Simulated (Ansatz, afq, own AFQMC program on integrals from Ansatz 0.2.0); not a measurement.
# SiH₃− (singlet): quantum Monte Carlo beside coupled cluster at distance Si1–H2 = 1.373 Å, 6-31++G**

How near does AFQMC come to the top of the ladder for SiH₃− (singlet)?

Program: Ansatz 0.2.0, Gaussian basis, and an in-house AFQMC program (afq) on its integrals; all values are calculated. Level of theory: 6-31++G**, frozen cores. These are calculated values, not measurements.

The runs, in order: PBE (unrestricted); r2SCAN (unrestricted); PBE0 (unrestricted); B3LYP (unrestricted); wB97M-V (unrestricted); B2PLYP (unrestricted); CCSD(T) on RHF; CCSDT(Q) on RHF; Phaseless AFQMC, CISD trial on RHF; Phaseless AFQMC, first-order trial on RHF; UHF.

2 further runs of the same task are left out: 2 that didn't finish.

**1. What is computed**

The geometry derives from a PBE0/def2-TZVPD stationary point (not a proven minimum). One bond is set to the value named and the two fragments are kept rigid.

4 atoms, charge -1, spin multiplicity 1.

Atoms are counted from 1 here; the program's logs count them from 0.

Bond lengths: Si1–H2 1.373 Å, Si1–H3 1.545 Å, Si1–H4 1.545 Å. Angles: H2–Si1–H3 94.0°, H2–Si1–H4 94.0°, H3–Si1–H4 94.0°.

**2. PBE (unrestricted)**

File in.yaml:

```yaml
crystal:
  periodic: [false, false, false]
  atoms:
    - {symbol: Si, position_ang: [0.004711, 0.000000, -0.077400]}
    - {symbol: H, position_ang: [1.164483, -0.000172, 0.657486]}
    - {symbol: H, position_ang: [-0.647713, 1.130403, 0.749609]}
    - {symbol: H, position_ang: [-0.648043, -1.130219, 0.749601]}
basis:
  gaussian: {orbitals: "6-31++G**"}
total_charge: -1
magnetization: {spin_polarized: true, initial_magnetization: 0}
hamiltonian: {xc: {name: PBE}}
output: {orbitals: {seedname: orbitals}}
```

Launch:

```
$ ansatz run in.yaml --threads 1 --pin off --events-out ev --progress --plain --max-ram 1382MiB
```

The program printed:

```text
Functional definition: PBE
  name "PBE"
  cite "Perdew, Burke & Ernzerhof, Phys. Rev. Lett. 77, 3865 (1996) doi:10.1103/PhysRevLett.77.3865"
  parent pbe
  parameter kappa = 0.804
  parameter beta = 0.06672455060314922
  exchange = pbe_x(kappa = kappa, mu = beta*pi^2/3)
  correlation = pbe_c(beta = beta)
423 factors; their error is unknown
mean field evaluation 1: about -7920.5025 eV, gradient 7.4e0 eV
mean field evaluation 2: about -7920.6961 eV, gradient 5.3e0 eV
mean field evaluation 4: about -7921.0038 eV, gradient 3.3e-1 eV
mean field evaluation 8: about -7920.9796 eV, gradient 6.8e-3 eV
mean field -7920.97962392 eV, -291.0906321462 hartree, gradient 5.4e-5 eV, S^2 0.000000; 0 other end points of the search recorded, 0 dependent functions left out
reference -7920.97966177 eV, -291.0906335372 hartree; 9, 9 occupied and 32, 32 virtual orbitals, 423 factors
Total energy: -7920.97966177 eV, -291.0906335372 hartree
```

It took 0.6 s on 1 thread of Arm Neoverse V2, shared host.

From the report: ⟨S²⟩ of the determinant 0.000 (pure singlet: 0.00).

**3. r2SCAN (unrestricted)**

in.yaml, as its differences from that of step 2:

```diff
@@ -11,3 +11,2 @@
 magnetization: {spin_polarized: true, initial_magnetization: 0}
-hamiltonian: {xc: {name: PBE}}
-output: {orbitals: {seedname: orbitals}}
+hamiltonian: {xc: {name: r2SCAN}}
```

Launched as before.

The program printed:

```text
Functional definition: r2SCAN
  name "r2SCAN"
  cite "Furness, Kaplan, Ning, Perdew & Sun, J. Phys. Chem. Lett. 11, 8208 (2020) doi:10.1021/acs.jpclett.0c02405"
  cite "Furness, Kaplan, Ning, Perdew & Sun, J. Phys. Chem. Lett. 11, 9248 (2020) doi:10.1021/acs.jpclett.0c03077"
  parent r2scan
  parameter k0 = 0.174
  parameter k1 = 0.065
  parameter a1 = 4.9479
  exchange = r2scan_x(k0 = k0, k1 = k1, a1 = a1)
  correlation = r2scan_c
423 factors; their error is unknown
mean field evaluation 1: about -7924.1869 eV, gradient 5.7e0 eV
mean field evaluation 2: about -7924.3726 eV, gradient 3.2e0 eV
mean field evaluation 4: about -7924.4725 eV, gradient 1.8e-1 eV
mean field evaluation 8: about -7924.4453 eV, gradient 9.0e-3 eV
mean field -7924.44530427 eV, -291.2179935500 hartree, gradient 4.8e-5 eV, S^2 0.000000; 0 other end points of the search recorded, 0 dependent functions left out
reference -7924.44533719 eV, -291.2179947598 hartree; 9, 9 occupied and 32, 32 virtual orbitals, 423 factors
Total energy: -7924.44533719 eV, -291.2179947598 hartree
```

Wall time 1.7 s (1 thread of Arm Neoverse V2, shared host).

From the report: ⟨S²⟩ of the determinant 0.000 (pure singlet: 0.00).

**4. PBE0 (unrestricted)**

in.yaml, as its differences from that of step 3:

```diff
@@ -11,2 +11,3 @@
 magnetization: {spin_polarized: true, initial_magnetization: 0}
-hamiltonian: {xc: {name: r2SCAN}}
+hamiltonian: {xc: {name: PBE0}}
+output: {orbitals: {seedname: orbitals}}
```

Same command.

The program printed:

```text
Functional definition: PBE0
  name "PBE0"
  cite "Adamo & Barone, J. Chem. Phys. 110, 6158 (1999) doi:10.1063/1.478522"
  cite "Perdew, Burke & Ernzerhof, Phys. Rev. Lett. 77, 3865 (1996) doi:10.1103/PhysRevLett.77.3865"
  parent pbe
  parameter a = 0.25
  parameter kappa = 0.804
  parameter beta = 0.06672455060314922
  exchange = (1 - a)*pbe_x(kappa = kappa, mu = beta*pi^2/3) + a*exact_x
  correlation = pbe_c(beta = beta)
364 factors; integrals over basis functions are off by at most 9.1e-4 eV
mean field evaluation 1: about -7921.6692 eV, gradient 4.0e0 eV
mean field evaluation 2: about -7921.7797 eV, gradient 1.4e0 eV
mean field evaluation 4: about -7921.8262 eV, gradient 3.5e-1 eV
mean field evaluation 8: about -7921.8271 eV, gradient 2.2e-3 eV
mean field -7921.82711811 eV, -291.1217769834 hartree, gradient 7.0e-6 eV, S^2 0.000000; 0 other end points of the search recorded, 0 dependent functions left out
reference -7921.82714839 eV, -291.1217780962 hartree; 9, 9 occupied and 32, 32 virtual orbitals, 364 factors
Total energy: -7921.82714839 eV, -291.1217780962 hartree
```

It took 0.75 s on 1 thread of Arm Neoverse V2, shared host.

From the report: ⟨S²⟩ of the determinant 0.000 (pure singlet: 0.00).

**5. B3LYP (unrestricted)**

in.yaml, as its differences from that of step 4:

```diff
@@ -11,3 +11,2 @@
 magnetization: {spin_polarized: true, initial_magnetization: 0}
-hamiltonian: {xc: {name: PBE0}}
-output: {orbitals: {seedname: orbitals}}
+hamiltonian: {xc: {name: B3LYP}}
```

Launched as before.

The program printed (excerpt; [...] marks lines left out):

```text
Functional definition: B3LYP
  name "B3LYP"
  cite "Stephens, Devlin, Chabalowski & Frisch, J. Phys. Chem. 98, 11623 (1994) doi:10.1021/j100096a001"
  cite "Becke, Phys. Rev. A 38, 3098 (1988) doi:10.1103/PhysRevA.38.3098"
  cite "Lee, Yang & Parr, Phys. Rev. B 37, 785 (1988) doi:10.1103/PhysRevB.37.785"
  cite "Vosko, Wilk & Nusair, Can. J. Phys. 58, 1200 (1980) doi:10.1139/p80-159"
[...]
364 factors; integrals over basis functions are off by at most 9.1e-4 eV
[...]
mean field -7926.08515056 eV, -291.2782567897 hartree, gradient 5.9e-5 eV, S^2 0.000000; 0 other end points of the search recorded, 0 dependent functions left out
reference -7926.08534582 eV, -291.2782639652 hartree; 9, 9 occupied and 32, 32 virtual orbitals, 364 factors
Total energy: -7926.08534582 eV, -291.2782639652 hartree
```

It took 0.81 s on 1 thread of Arm Neoverse V2, shared host.

From the report: ⟨S²⟩ of the determinant 0.000 (pure singlet: 0.00).

**6. wB97M-V (unrestricted)**

in.yaml, as its differences from that of step 5:

```diff
@@ -11,2 +11,3 @@
 magnetization: {spin_polarized: true, initial_magnetization: 0}
-hamiltonian: {xc: {name: B3LYP}}
+hamiltonian: {xc: {name: wB97M-V}}
+output: {orbitals: {seedname: orbitals}}
```

The command is unchanged.

The program printed (excerpt; [...] marks lines left out):

```text
Functional definition: wB97M-V
  name "wB97M-V"
  cite "Mardirossian & Head-Gordon, J. Chem. Phys. 144, 214110 (2016) doi:10.1063/1.4952647"
  cite "Becke, J. Chem. Phys. 107, 8554 (1997) doi:10.1063/1.475007"
  cite "Vydrov & Van Voorhis, J. Chem. Phys. 133, 244103 (2010) doi:10.1063/1.3521275"
  # Of w^i u^j: cxij and so on, Table III.
[...]
  gx(w, u) = 1 - cx + cx01*u + cx10*w
  gss(w, u) = css00 + css04*u^4 + css10*w + css20*w^2 + css43*w^4*u^3
  gos(w, u) = cos00 + cos10*w + (cos20 + cos21*u)*w^2 + (cos60 + cos61*u)*w^6
[...]
      + integral(e_c_pw_mod_opposite_spin*gos(b97_w_opposite, b97_u_opposite)) + vv10(b, c)
364 factors; integrals over basis functions are off by at most 9.1e-4 eV
118 factors; integrals over basis functions are off by at most 2.9e-5 eV
[...]
mean field -7924.36324057 eV, -291.2149777645 hartree, gradient 5.6e-5 eV, S^2 0.000000; 0 other end points of the search recorded, 0 dependent functions left out
reference -7924.36328467 eV, -291.2149793854 hartree; 9, 9 occupied and 32, 32 virtual orbitals, 364 factors
Total energy: -7924.36328467 eV, -291.2149793854 hartree
```

Run time: 3.7 s. Hardware: 1 thread of Arm Neoverse V2, shared host.

From the report: ⟨S²⟩ of the determinant 0.000 (pure singlet: 0.00).

**7. B2PLYP (unrestricted)**

in.yaml, as its differences from that of step 6:

```diff
@@ -11,3 +11,3 @@
 magnetization: {spin_polarized: true, initial_magnetization: 0}
-hamiltonian: {xc: {name: wB97M-V}}
-output: {orbitals: {seedname: orbitals}}
+hamiltonian: {xc: {name: B2PLYP}}
+correlation: {electrons: outside_noble_gas}
```

Launched as before.

The program printed (excerpt; [...] marks lines left out):

```text
Functional definition: B2PLYP
  name "B2PLYP"
  cite "Grimme, J. Chem. Phys. 124, 034108 (2006) doi:10.1063/1.2148954"
  cite "Becke, Phys. Rev. A 38, 3098 (1988) doi:10.1103/PhysRevA.38.3098"
  cite "Lee, Yang & Parr, Phys. Rev. B 37, 785 (1988) doi:10.1103/PhysRevB.37.785"
[...]
364 factors; integrals over basis functions are off by at most 9.1e-4 eV
[...]
mean field -7920.42513068 eV, -291.0702548954 hartree, gradient 2.4e-6 eV, S^2 0.000000; 0 other end points of the search recorded, 0 dependent functions left out
5 core orbitals not correlated: weight in the atoms' cores, before any rotation towards them, 1.000 or more for the frozen orbitals, at most 0.000 for the correlated occupied ones
reference -7920.42525622 eV, -291.0702595091 hartree; 4, 4 occupied and 32, 32 virtual orbitals, 364 factors
second order -3.73065966 eV of doubles, -0.00000000 eV of singles
Total energy: -7921.43253433 eV, -291.1072762969 hartree
```

Wall time 0.93 s (1 thread of Arm Neoverse V2, shared host).

From the report: ⟨S²⟩ of the determinant 0.000 (pure singlet: 0.00).

**8. CCSD(T) on RHF**

in.yaml, as its differences from that of step 7:

```diff
@@ -10,4 +10,3 @@
 total_charge: -1
-magnetization: {spin_polarized: true, initial_magnetization: 0}
-hamiltonian: {xc: {name: B2PLYP}}
-correlation: {electrons: outside_noble_gas}
+magnetization: {spin_polarized: false}
+correlation: {method: ccsd_t, electrons: outside_noble_gas, hamiltonian_folder: ham}
```

Same command.

The program printed (excerpt; [...] marks lines left out):

```text
Functional definition: HF
  name "HF"
  cite "Fock, Z. Phys. 61, 126 (1930) doi:10.1007/BF01340294"
  parent pbe
[...]
364 factors; integrals over basis functions are off by at most 9.1e-4 eV
[...]
mean field -7907.89366488 eV, -290.6097320214 hartree, gradient 6.0e-6 eV, S^2 0.000000; 0 other end points of the search recorded, 0 dependent functions left out
5 core orbitals not correlated: weight in the atoms' cores, before any rotation towards them, 1.000 or more for the frozen orbitals, at most 0.000 for the correlated occupied ones
reference -7907.89366488 eV, -290.6097320214 hartree; 4, 4 occupied and 32, 32 virtual orbitals, 364 factors
second order -2.99812463 eV of doubles, -0.00000000 eV of singles
cycle   1  -3.49776546 eV  change   -5.0e-1 eV  update   5.6e-2
[...]
cycle  10  -3.69018091 eV  change    1.3e-6 eV  update   3.6e-6
perturbative correction -0.08041914 eV, -0.0029553488 hartree
Total energy: -7911.66426492 eV, -290.7482990172 hartree
```

Run time: 0.27 s. Hardware: 1 thread of Arm Neoverse V2, shared host.

From the report: correlation -3.7706 eV; T1 0.012; largest double amplitude 0.05.

This run also writes the integrals to the folder ham.

**9. CCSDT(Q) on RHF**

in.yaml, as its differences from that of step 8:

```diff
@@ -11,2 +11,2 @@
 magnetization: {spin_polarized: false}
-correlation: {method: ccsd_t, electrons: outside_noble_gas, hamiltonian_folder: ham}
+correlation: {method: ccsdt_q, electrons: outside_noble_gas}
```

Launched as before.

The program printed (excerpt; [...] marks lines left out):

```text
Functional definition: HF
  name "HF"
  cite "Fock, Z. Phys. 61, 126 (1930) doi:10.1007/BF01340294"
  parent pbe
[...]
680 factors; integrals over basis functions are off by at most 1.3e-7 eV
[...]
mean field -7907.89369734 eV, -290.6097332144 hartree, gradient 5.3e-6 eV, S^2 0.000000; 0 other end points of the search recorded, 0 dependent functions left out
5 core orbitals not correlated: weight in the atoms' cores, before any rotation towards them, 1.000 or more for the frozen orbitals, at most 0.000 for the correlated occupied ones
reference -7907.89369734 eV, -290.6097332144 hartree; 4, 4 occupied and 32, 32 virtual orbitals, 680 factors
second order -2.99818097 eV of doubles, -0.00000000 eV of singles
cycle   1  -3.49779587 eV  change   -5.0e-1 eV  update   6.2e-2
[...]
cycle  14  -3.78690468 eV  change   -2.9e-8 eV  update   3.1e-7
perturbative correction -0.00242817 eV, -0.0000892337 hartree
Total energy: -7911.68303020 eV, -290.7489886283 hartree
```

It took 2 s on 1 thread of Arm Neoverse V2, shared host.

From the report: correlation -3.7893 eV; T1 0.012; largest double amplitude 0.05.

**10. Phaseless AFQMC, CISD trial on RHF**

It reads the integrals that the CCSD(T) run on this determinant wrote.

Launch:

```
$ afq ham --method phaseless --trial cisd --walkers 70 --populations 1 --least-time 40 --time-step 0.005 --steps-per-block 50 --equilibration-blocks 28 --max-blocks 300 --target-error 0.00034 --factor-cut 1e-05 --seed 2655 --release-times 0.24,0.51,0.99,1.62,2.4 --release-step 0.03 --release-every 4 --taylor-order 6
```

The program printed:

```text
orbitals 36  electrons 4 4  factors 276 of 364
reference energy -290.60973202 Eh
CCSD correlation -0.13561154 Eh in 10 cycles, weight of the determinant in the CISD state 0.9178
energy of the start -290.745344 Eh
 block  time / (1/Eh)  mean weight  energy / Eh
     1     0.250  0.9985  -290.744307
     2     0.500  1.0015  -290.744396
     3     0.750  1.0001  -290.745306
     4     1.000  1.0006  -290.745185
     5     1.250  1.0000  -290.746677
     6     1.500  1.0003  -290.747272
     7     1.750  0.9996  -290.747328
     8     2.000  1.0007  -290.747615
     9     2.250  1.0003  -290.749297
    10     2.500  1.0005  -290.750570
    13     3.250  1.0007  -290.748759
    17     4.250  0.9992  -290.749719
    21     5.250  1.0007  -290.748922
    25     6.250  1.0011  -290.747561
    29     7.250  1.0008  -290.748598
    33     8.250  1.0006  -290.748577
    37     9.250  1.0008  -290.750019
    41    10.250  1.0015  -290.746982
    45    11.250  1.0000  -290.747412
    49    12.250  1.0016  -290.748030
    53    13.250  1.0000  -290.748137
    57    14.250  1.0015  -290.750950
    61    15.250  1.0001  -290.748243
    65    16.250  1.0002  -290.749530
    69    17.250  0.9997  -290.748587
    73    18.250  1.0012  -290.749485
    77    19.250  1.0011  -290.746315
    81    20.250  1.0013  -290.749969
    85    21.250  0.9987  -290.748244
    89    22.250  1.0003  -290.748468
    93    23.250  1.0002  -290.748315
    97    24.250  0.9993  -290.748314
   101    25.250  1.0019  -290.748812
   105    26.250  1.0010  -290.750566
   109    27.250  0.9999  -290.747133
   113    28.250  0.9991  -290.751739
   117    29.250  0.9978  -290.748159
   121    30.250  0.9988  -290.747701
   125    31.250  1.0003  -290.749518
   129    32.250  1.0007  -290.747691
   133    33.250  0.9999  -290.749446
   137    34.250  0.9983  -290.748749
   141    35.250  0.9998  -290.750199
   145    36.250  1.0000  -290.748329
   149    37.250  0.9987  -290.747900
   153    38.250  1.0001  -290.750899
   157    39.250  1.0020  -290.748531
   161    40.250  1.0006  -290.749539
   165    41.250  1.0006  -290.747743
   169    42.250  1.0008  -290.746705
   173    43.250  0.9988  -290.747185
   177    44.250  0.9999  -290.747838
   181    45.250  0.9977  -290.749893
   185    46.250  0.9985  -290.748731
blocks merged  error / Eh  count
     1  0.000095  160
     2  0.000121  80
     4  0.000141  40
     8  0.000141  20
    16  0.000134  10
released: time / (1/Eh)  energy / Eh  error  mean overlap
  0.24  -290.748899  0.000233  0.9978
  0.51  -290.749211  0.000197  0.9944
  0.99  -290.748746  0.000170  1.0179
  1.62  -290.748918  0.000148  1.0107
  2.40  -290.749248  0.000214  0.9904
energy -290.748783 +/- 0.000141 Eh
```

It took 81 s on 1 thread of Arm Neoverse V2, shared host.

Energy -7911.6774 ± 0.0038 eV. Caveats: constraint bias not in the error.

**11. Phaseless AFQMC, first-order trial on RHF (settings varied)**

It reads the integrals that the CCSD(T) run on this determinant wrote.

Launch:

```
$ afq ham --method phaseless --trial mp1 --walkers 40 --populations 1 --least-time 40 --time-step 0.04 --steps-per-block 50 --equilibration-blocks 3 --max-blocks 20 --target-error 0.00068 --factor-cut 1e-05 --seed 9149 --taylor-order 6
```

The program printed:

```text
orbitals 36  electrons 4 4  factors 276 of 364
reference energy -290.60973202 Eh
CCSD correlation -0.13561154 Eh in 10 cycles, weight of the determinant in the CISD state 0.9178
energy of the start -290.719911 Eh
 block  time / (1/Eh)  mean weight  energy / Eh
     1     2.000  0.9960  -290.740711
     2     4.000  0.9957  -290.746235
     3     6.000  0.9893  -290.754493
     4     8.000  0.9997  -290.753131
     5    10.000  0.9840  -290.749836
     6    12.000  1.0086  -290.744333
     7    14.000  1.0008  -290.748256
     8    16.000  0.9978  -290.745351
     9    18.000  1.0046  -290.745409
    10    20.000  0.9893  -290.746745
    11    22.000  1.0008  -290.747299
    12    24.000  1.0100  -290.746474
    13    26.000  1.0102  -290.748114
    14    28.000  0.9939  -290.751183
    15    30.000  0.9934  -290.748571
    16    32.000  0.9866  -290.748748
    17    34.000  1.0082  -290.756021
    18    36.000  1.0046  -290.750094
    19    38.000  1.0034  -290.749837
    20    40.000  1.0041  -290.749092
    21    42.000  0.9877  -290.745874
    22    44.000  1.0048  -290.754183
    23    46.000  0.9923  -290.748924
blocks merged  error / Eh  count
     1  0.000678  20
     2  0.000786  10
energy -290.748876 +/- 0.000678 Eh
```

Run time: 4.4 s. Hardware: 1 thread of Arm Neoverse V2, shared host.

Energy -7911.6800 ± 0.0185 eV. The run doesn't count as converged. Caveats: constraint bias not in the error; error not settled.

**12. UHF**

in.yaml, as its differences from that of step 9:

```diff
@@ -10,3 +10,4 @@
 total_charge: -1
-magnetization: {spin_polarized: false}
-correlation: {method: ccsdt_q, electrons: outside_noble_gas}
+magnetization: {spin_polarized: true, initial_magnetization: 0}
+hamiltonian: {xc: hf}
+output: {orbitals: {seedname: orbitals}}
```

Launch:

```
$ ansatz run in.yaml --threads 1 --pin off --events-out ev --progress --plain --max-ram 1382MiB
```

The program printed:

```text
Functional definition: HF
  name "HF"
  cite "Fock, Z. Phys. 61, 126 (1930) doi:10.1007/BF01340294"
  parent pbe
  exchange = exact_x
  correlation = 0
364 factors; integrals over basis functions are off by at most 9.1e-4 eV
mean field evaluation 1: about -7907.2481 eV, gradient 6.7e0 eV
mean field evaluation 2: about -7907.2595 eV, gradient 6.7e0 eV
mean field evaluation 4: about -7907.8832 eV, gradient 6.2e-1 eV
mean field evaluation 8: about -7907.8937 eV, gradient 4.1e-3 eV
mean field -7907.89366488 eV, -290.6097320214 hartree, gradient 3.6e-5 eV, S^2 0.000000; 0 other end points of the search recorded, 0 dependent functions left out
reference -7907.89366488 eV, -290.6097320214 hartree; 9, 9 occupied and 32, 32 virtual orbitals, 364 factors
Total energy: -7907.89366488 eV, -290.6097320214 hartree
```

It took 0.15 s on 1 thread of Arm Neoverse V2, shared host.

From the report: ⟨S²⟩ of the determinant 0.000 (pure singlet: 0.00).

**13. All levels side by side**

On the RHF determinant, counted from CCSDT(Q) (a yardstick, not exact):

| level | energy (eV) | from CCSDT(Q) (kcal/mol) | statistical error (kcal/mol) | time |
| --- | --- | --- | --- | --- |
| HF | -7907.8937 | +87.38 |  |  |
| MP2 | -7910.8918 | +18.25 |  |  |
| CCSD | -7911.5838 | +2.29 |  |  |
| CCSD(T) | -7911.6643 | +0.43 |  |  |
| CCSDT(Q) | -7911.6830 | 0.00 |  |  |
| Phaseless AFQMC, CISD trial, step 0.005, 70 walkers | -7911.6774 | +0.13 | 0.09 | 81 s |

The functionals' totals stand on their own zeros and serve differences with other points: PBE -7920.980 eV; r2SCAN -7924.445 eV; PBE0 -7921.827 eV; B3LYP -7926.085 eV; wB97M-V -7924.363 eV; B2PLYP -7921.433 eV.

**14. Summary of results**

| quantity | value |
| --- | --- |
| CCSD(T) on RHF from CCSDT(Q) | +0.43 kcal/mol |
| Phaseless AFQMC, CISD trial on RHF from CCSDT(Q) | +0.13 ± 0.09 kcal/mol |

What this shows: On RHF the phaseless walk with the CISD trial lies +0.13 kcal/mol from CCSDT(Q), within three error bars. Error bars are statistical and leave out the constraint, the time step and what remains of the start.
